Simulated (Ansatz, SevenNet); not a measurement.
For rock-salt CaO, the machine-learned potential SevenNet-0 (trained on PBE and PBE+U data) gives:

```
Item                              Result
------------------------------  --------
equilibrium lattice constant a   4.838 Å
bulk modulus                     104 GPa
elastic constant C11             194 GPa
elastic constant C44            69.2 GPa
polycrystal shear modulus       68.7 GPa
```

Task: What does B3LYP (VWN-RPA form) (Ansatz, a quantum-chemistry and plane-wave program, plane waves, PAW) give for the same quantities?

Result: 
- lattice constant a: 4.832 Å (decreases by 0.1 %)
- bulk modulus: 111 GPa (increases by 6.7 %)
- elastic constant C11: 209 GPa (rises by 7.7 %)
- elastic constant C44: 80.9 GPa (grows by 17 %)
- Voigt–Reuss–Hill shear modulus: 78.1 GPa (grows by 14 %)

For comparison: lattice constant a 4.781 Å (measured, zero-point anharmonic expansion removed; as tabulated in Chen et al. (2018), doi:10.1103/physrevmaterials.2.073803); bulk modulus 120 GPa (measured, low temperature, extrapolated to 0 K; as tabulated in Chen et al. (2018), doi:10.1103/physrevmaterials.2.073803); elastic constant C11 219 GPa (measured, room temperature, not corrected to a static lattice; as tabulated in Speziale et al. (2006), doi:10.1029/2005jb003823); elastic constant C44 80 GPa (measured, room temperature, not corrected to a static lattice; as tabulated in Speziale et al. (2006), doi:10.1029/2005jb003823).

Changes are worked out from the printed values.

Unless a cell is named, each level is at its own relaxed cell (SevenNet-0 14.16, B3LYP (VWN-RPA form) 14.10 Å³/atom).

Ansatz's density-functional and Hartree–Fock values are scalar-relativistic unless marked +SOC, with PAW data made under PBE.
